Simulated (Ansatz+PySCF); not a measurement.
Results of a calculation; reference values are marked as such.
Input for PySCF 2.14.0:

```python
from pyscf import gto, scf, cc

mol = gto.M(atom="""
O 0.000000 0.000000 0.000000
Na 0.923890 1.231860 2.667050
""", basis='sto-3g', charge=1, spin=0)
mf = scf.RHF(mol)
mf.kernel()
mycc = cc.CCSD(mf, frozen=2).run()
et = mycc.ccsd_t()
print(mf.e_tot, mycc.e_corr, et, mycc.e_tot + et)
```

The script is written out from the run's settings.

Results

```json
{"Converged": "yes", "Reference energy": "-233.45236 hartree", "CCSD correlation energy": "-0.08658 hartree", "Triples correction": "-0.00164 hartree", "Total energy": "-233.54058 hartree", "Spin squared of the determinant": "0.000"}
```

Caution: large amplitudes, a single reference is doubtful; an unrestricted determinant lies well below.
